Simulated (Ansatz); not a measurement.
Results of LDA (PAW; Ansatz, a program for electronic structure) for solid chlorine.

Run with plane-wave cutoff 500 eV, 8×8×4 k mesh (along the axes of the cell as run), gaussian smearing 0.02 eV, scalar-relativistic PAW data made under PBE.

Cell (relaxed at this level):

```cif
data_Cl8
_chemical_formula_sum 'Cl8'
_space_group_name_H-M_alt 'Cmce'
_space_group_IT_number 64
_space_group_name_Hall '-C 2ac 2'
_cell_length_a 6.19075
_cell_length_b 3.71369
_cell_length_c 7.79318
_cell_angle_alpha 90.000
_cell_angle_beta 90.000
_cell_angle_gamma 90.000
loop_
_atom_site_label
_atom_site_type_symbol
_atom_site_symmetry_multiplicity
_atom_site_Wyckoff_symbol
_atom_site_fract_x
_atom_site_fract_y
_atom_site_fract_z
_atom_site_occupancy
Cl1 Cl 8 f 0.00000 0.13758 0.11349 1
```
(The calculation used a cell of 4 atoms; values per cell refer to that cell.)

Task: Predict the band gap.

Result: 
band gap: 1.86 eV (on the SCF k mesh)

The computed numbers hold no vibrational or temperature effects.

The result took around 100 core-seconds (rough).
